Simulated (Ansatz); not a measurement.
Coupled-cluster diagnostics for SiC2 (the lowest singlet isomer of a short search), Ansatz.

Geometry of the singlet (PBE-D4/def2-TZVP):

```xyz
3

Si    0.505   -0.991    0.323
C     0.093    0.812    0.269
C    -0.599    0.179   -0.593
```

Correlated methods freeze 7 core orbitals. At PBE0-D4/def2-TZVP a singlet of charge 0 lies 1.56 eV below the triplet, each at its own geometry. At PBE0-D4/def2-TZVP a singlet of charge 0 lies 4.44 eV below the quintet, each at its own geometry. The structure comes from a short search, and lower isomers may exist.

Geometry of the charge 0 triplet (PBE-D4/def2-TZVP):

```
atom    x (Å)    y (Å)    z (Å)
 Si1   0.3018  -0.0792   1.1343
  C2  -0.3935  -0.5746  -0.5455
  C3   0.0917   0.6538  -0.5888
```

Geometry of the charge 0 quintet (PBE-D4/def2-TZVP):

```xyz
3

Si   -0.2032   -1.2017   -0.0670
C     0.7060    0.4843    0.2905
C    -0.5028    0.7174   -0.2235
```

**Question.** Estimate the CCSD(T) correlation energy, the shares of MP2 and (T), T1 and the reference's ⟨S²⟩ for: charge 0, singlet, own geometry in def2-TZVPP; charge 0, singlet, own geometry in def2-TZVPD; charge 0, triplet, own geometry in def2-TZVPP; charge 0, quintet, own geometry in def2-TZVPP; charge 1, doublet, vertical in def2-TZVPP; charge -1, doublet, vertical in def2-TZVPD; and the rough time on 4 threads of Arm Neoverse V1 on a shared host.

**Answer.** 
```csv
state,basis,correlation (eV),MP2 share (%),(T) share (%),T1,⟨S²⟩ (pure),wall time,remarks
"charge 0, singlet, own geometry",def2-TZVPP,-11.255,90.1,6.3,0.021,0.00 (0.00),0.95 s,"large T1, restricted SCF unstable"
"charge 0, singlet, own geometry",def2-TZVPD,-11.259,90.1,6.3,0.021,0.00 (0.00),1.4 s,"large T1, restricted SCF unstable"
"charge 0, triplet, own geometry",def2-TZVPP,-10.786,86.8,6.7,0.067,2.04 (2.00),2.6 s,large T1
"charge 0, quintet, own geometry",def2-TZVPP,-10.132,87.2,6.9,0.041,6.07 (6.00),3 s,–
"charge 1, doublet, vertical",def2-TZVPP,-10.395,85.1,6.7,0.077,0.93 (0.75),2.5 s,"large T1, spin-contaminated"
"charge -1, doublet, vertical",def2-TZVPD,-11.616,90.3,6.3,0.021,0.78 (0.75),3.8 s,–
```
Customary marks for T1 are 0.02 (closed shells), 0.045 (open shells) and about 0.05 (3d metals). T1 exceeds 0.02 in 6 of 6 rows and 0.045 in 2; the higher it lies, the less the single-reference result can be trusted.
